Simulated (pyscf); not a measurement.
PySCF, gas phase, ωB97X-D3(BJ)/def2-SVP geometries.

### Question
How much does it cost (ΔH, 298 K, ωB97M-D3(BJ)/def2-TZVP) to split HS–S–Ga(Cl)–Cl (SMILES S[S][Ga]([Cl])[Cl]) at its S–S bond into SH• + •S–Ga(Cl)–Cl?

### Answer
S–S to SH• + •S–Ga(Cl)–Cl: 62.5 kcal/mol. The 7 functionals that were run give +59.9 (B3LYP-D3(BJ)) to +65.1 kcal/mol (ωB97X-D3(BJ)). The radicals are drawn with the spin at the cut bond; how far it spreads was not checked. Other isomers of •S–Ga(Cl)–Cl were not searched in full and may lie lower. Left out: the spin-orbit lowering of SH. Elements up to Kr have no core potential and no relativistic terms here.
